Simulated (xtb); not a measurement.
Calculation: GFN2-xTB (xtb).

```
xtb start.xyz --ohess tight --gfn 2 --chrg 0 --uhf 0 --iterations 400

# start.xyz
5

C      0.000000    -0.000000    -0.000000
H     -0.392840    -0.790299    -0.643431
H      0.821072    -0.395215     0.602117
H      0.364830     0.824105    -0.616968
H     -0.793062     0.361409     0.658282
```

Output:

```
[...]
   gradient norm :     0.0010760 Eh/α   predicted    -0.5382374E-05 (  48.13%)
.............................. CYCLE    4 ..............................
 * total energy  :    -4.1752185 Eh     change       -0.1584012E-05 Eh
   gradient norm :     0.0000050 Eh/α   predicted    -0.1061820E-05 ( -32.97%)
.............................. CYCLE    5 ..............................
 * total energy  :    -4.1752185 Eh     change       -0.3377831E-10 Eh
   gradient norm :     0.0000000 Eh/α   predicted    -0.2245905E-10 ( -33.51%)
   *** GEOMETRY OPTIMIZATION CONVERGED AFTER 5 ITERATIONS ***
  Final Singlepoint                |
           -------------------------------------------------

          ...................................................
          :                      SETUP                      :
          :.................................................:
          :  # basis functions                   8          :
          :  # atomic orbitals                   8          :
          :  # shells                            6          :
          :  # electrons                         8          :
          :  max. iterations                   400          :
          :  Hamiltonian                  GFN2-xTB          :
          :  restarted?                      false          :
          :  GBSA solvation                  false          :
          :  PC potential                    false          :
          :  electronic temp.          300.0000000     K    :
          :  accuracy                    1.0000000          :
          :  -> integral cutoff          0.2500000E+02      :
          :  -> integral neglect         0.1000000E-07      :
          :  -> SCF convergence          0.1000000E-05 Eh   :
          :  -> wf. convergence          0.1000000E-03 e    :
          :  Broyden damping             0.4000000          :
          :  net charge                          0          :
          :  unpaired electrons                  0          :
          ...................................................

 iter      E             dE          RMSdq      gap      omega  full diag
   1     -4.2474647 -0.424746E+01  0.150E-06   17.35       0.0  T
   2     -4.2474647 -0.355271E-14  0.900E-07   17.35   49705.8  T
   3     -4.2474647  0.532907E-14  0.644E-09   17.35  100000.0  T

   *** convergence criteria satisfied after 3 iterations ***

         #    Occupation            Energy/Eh            Energy/eV
      -------------------------------------------------------------
         1        2.0000           -0.5818353             -15.8325
         2        2.0000           -0.4674577             -12.7202
         3        2.0000           -0.4674577             -12.7202
         4        2.0000           -0.4674577             -12.7202 (HOMO)
         5                          0.1702560               4.6329 (LUMO)
         6                          0.2292496               6.2382
         7                          0.2292496               6.2382
         8                          0.2292496               6.2382
      -------------------------------------------------------------
                  HL-Gap            0.6377137 Eh           17.3531 eV
             Fermi-level           -0.1486008 Eh           -4.0436 eV


         :::::::::::::::::::::::::::::::::::::::::::::::::::::
         ::                     SUMMARY                     ::
         :::::::::::::::::::::::::::::::::::::::::::::::::::::
         :: total energy              -4.175218520036 Eh    ::
         :: gradient norm              0.000000013454 Eh/a0 ::
         :: HOMO-LUMO gap             17.353074004373 eV    ::
         ::.................................................::
         :: SCC energy                -4.247464650716 Eh    ::
         :: -> isotropic ES            0.002035544634 Eh    ::
         :: -> anisotropic ES          0.002321630051 Eh    ::
         :: -> anisotropic XC          0.003585211726 Eh    ::
         :: -> dispersion             -0.000661012125 Eh    ::
         :: repulsion energy           0.072246130680 Eh    ::
         :: add. restraining           0.000000000000 Eh    ::
         :: total charge              -0.000000000000 e     ::
         :::::::::::::::::::::::::::::::::::::::::::::::::::::

           -------------------------------------------------
          |                Numerical Hessian                |
           -------------------------------------------------
step length          :   0.00500
SCC accuracy         :   0.30000
Hessian scale factor :   1.00000
frozen atoms in %    :   0.00000    0
RMS gradient         :   0.00000
estimated CPU  time      0.00 min
estimated wall time      0.00 min

writing file <hessian>.

 projected vibrational frequencies (cm⁻¹)
eigval :       -0.00    -0.00    -0.00     0.00     0.00     0.00
eigval :     1385.86  1385.87  1385.87  1557.31  1557.32  3090.21
eigval :     3103.85  3103.86  3103.86
           -------------------------------------------------
          |                Property Printout                |
           -------------------------------------------------

    * Orbital Energies and Occupations

         #    Occupation            Energy/Eh            Energy/eV
      -------------------------------------------------------------
         1        2.0000           -0.5818353             -15.8325
         2        2.0000           -0.4674577             -12.7202
         3        2.0000           -0.4674577             -12.7202
         4        2.0000           -0.4674577             -12.7202 (HOMO)
         5                          0.1702560               4.6329 (LUMO)
         6                          0.2292496               6.2382
         7                          0.2292496               6.2382
         8                          0.2292496               6.2382
      -------------------------------------------------------------
                  HL-Gap            0.6377137 Eh           17.3531 eV
             Fermi-level           -0.1486008 Eh           -4.0436 eV

     #   Z          covCN         q      C6AA      α(0)
     1   6 C        3.702    -0.156    23.687     6.959
     2   1 H        0.925     0.039     2.463     2.454
     3   1 H        0.925     0.039     2.463     2.454
     4   1 H        0.925     0.039     2.463     2.454
     5   1 H        0.925     0.039     2.463     2.454

 Mol. C6AA /au·bohr⁶  :        123.835197
 Mol. C8AA /au·bohr⁸  :       2297.145660
 Mol. α(0) /au        :         16.776652

Wiberg/Mayer (AO) data.
largest (>0.10) Wiberg bond orders for each atom

 ---------------------------------------------------------------------------
     #   Z sym  total        # sym  WBO       # sym  WBO       # sym  WBO
 ---------------------------------------------------------------------------
     1   6 C    3.994 --     4 H    0.998     2 H    0.998     5 H    0.998
                             3 H    0.998
     2   1 H    0.998 --     1 C    0.998
     3   1 H    0.998 --     1 C    0.998
     4   1 H    0.998 --     1 C    0.998
     5   1 H    0.998 --     1 C    0.998
 ---------------------------------------------------------------------------

Topologies differ in total number of bonds
Writing topology from bond orders to xtbtopo.mol

molecular dipole:
                 x           y           z       tot (Debye)
 q only:       -0.000      -0.000       0.000
   full:       -0.000      -0.000       0.000       0.000
molecular quadrupole (traceless):
                xx          xy          yy          xz          yz          zz
Molecule has the following symmetry elements: 4*(C3) 3*(C2) 3*(S4) 6*(sigma)
It seems to be the Td point group
 q only:       -0.000       0.000       0.000      -0.000      -0.000       0.000
  q+dip:       -0.000       0.000       0.000      -0.000      -0.000       0.000
   full:       -0.000       0.000       0.000      -0.000      -0.000       0.000

           -------------------------------------------------
          |                Geometry Summary                 |
           -------------------------------------------------

      molecular mass/u    :       16.0424989
   center of mass at/Å    :        0.0000000       0.0000000      -0.0000000
  moments of inertia/u·Å² :        0.3147681E+01   0.3147681E+01   0.3147681E+01
rotational constants/cm⁻¹ :        0.5355572E+01   0.5355572E+01   0.5355572E+01

 * 4 selected distances

     #   Z          #   Z                                           value/Å
     1   6 C        2   1 H                                       1.0821650
     1   6 C        3   1 H                                       1.0821650 (min)
     1   6 C        4   1 H                                       1.0821650 (max)
     1   6 C        5   1 H                                       1.0821650

 * 1 distinct bonds (by element types)

   Z      Z             #   av. dist./Å        max./Å        min./Å
   1 H    6 C           4     1.0821650     1.0821650     1.0821650

           -------------------------------------------------
          |               Frequency Printout                |
           -------------------------------------------------
 projected vibrational frequencies (cm⁻¹)
eigval :       -0.00    -0.00    -0.00     0.00     0.00     0.00
eigval :     1385.86  1385.87  1385.87  1557.31  1557.32  3090.21
eigval :     3103.85  3103.86  3103.86
 reduced masses (amu)
   1:  3.66   2:  4.76   3:  6.97   4:  9.09   5:  3.62   6:  2.66   7:  2.85   8:  2.85
   9:  2.85  10:  1.01  11:  1.01  12:  1.01  13:  1.93  14:  1.93  15:  1.93
 IR intensities (km·mol⁻¹)
   1:  0.00   2:  0.00   3:  0.00   4:  0.00   5:  0.00   6:  0.00   7: 14.94   8: 14.93
   9: 14.93  10:  0.00  11:  0.00  12:  0.00  13: 29.51  14: 29.51  15: 29.51
 Raman intensities (Ä⁴*amu⁻¹)
   1:  0.00   2:  0.00   3:  0.00   4:  0.00   5:  0.00   6:  0.00   7:  0.00   8:  0.00
   9:  0.00  10:  0.00  11:  0.00  12:  0.00  13:  0.00  14:  0.00  15:  0.00
 output can be read by thermo (or use thermo option).
 writing <g98.out> molden fake output.
 recommended (thermochemical) frequency scaling factor: 1.0
           -------------------------------------------------
          |             Thermodynamic Functions             |
           -------------------------------------------------

td  symmetry found (for desy threshold:  0.10E+00) used in thermo

          ...................................................
          :                      SETUP                      :
          :.................................................:
          :  # frequencies                           9      :
          :  # imaginary freq.                       0      :
          :  linear?                             false      :
          :  only rotor calc.                    false      :
          :  symmetry                               td      :
          :  rotational number                      12      :
          :  scaling factor                  1.0000000      :
          :  rotor cutoff                   50.0000000 cm⁻¹ :
          :  imag. cutoff                  -20.0000000 cm⁻¹ :
          :.................................................:

    mode    ω/cm⁻¹     T·S(HO)/kcal·mol⁻¹    T·S(FR)/kcal·mol⁻¹   T·S(vib)
   ------------------------------------------------------------------------
   ------------------------------------------------------------------------

   temp. (K)  partition function   enthalpy   heat capacity  entropy
                                   cal/mol     cal/K/mol   cal/K/mol   J/K/mol
 298.15  VIB   1.00                   19.697      0.456      0.076
         ROT   35.6                  888.752      2.981     10.077
         INT   35.7                  908.449      3.437     10.153
         TR   0.622E+26             1481.254      4.968     34.248
         TOT                        2389.7030     8.4051    44.4008   185.7730

       T/K    H(0)-H(T)+PV         H(T)/Eh          T*S/Eh         G(T)/Eh
   ------------------------------------------------------------------------
    298.15    0.380823E-02    0.486289E-01    0.210963E-01    0.275327E-01
   ------------------------------------------------------------------------

         :::::::::::::::::::::::::::::::::::::::::::::::::::::
         ::                  THERMODYNAMIC                  ::
         :::::::::::::::::::::::::::::::::::::::::::::::::::::
         :: total free energy          -4.147685841096 Eh   ::
         ::.................................................::
         :: total energy               -4.175218520036 Eh   ::
         :: zero point energy           0.044820700360 Eh   ::
         :: G(RRHO) w/o ZPVE           -0.017288021420 Eh   ::
         :: G(RRHO) contrib.            0.027532678940 Eh   ::
         :::::::::::::::::::::::::::::::::::::::::::::::::::::

optimized geometry written to: xtbopt.xyz

           -------------------------------------------------
          | TOTAL ENERGY               -4.175218520036 Eh   |
          | TOTAL ENTHALPY             -4.126589585489 Eh   |
          | TOTAL FREE ENERGY          -4.147685841096 Eh   |
          | GRADIENT NORM               0.000000013424 Eh/α |
          | HOMO-LUMO GAP              17.353074004521 eV   |
           -------------------------------------------------

------------------------------------------------------------------------
```

Cost: roughly 0.07 core-seconds.
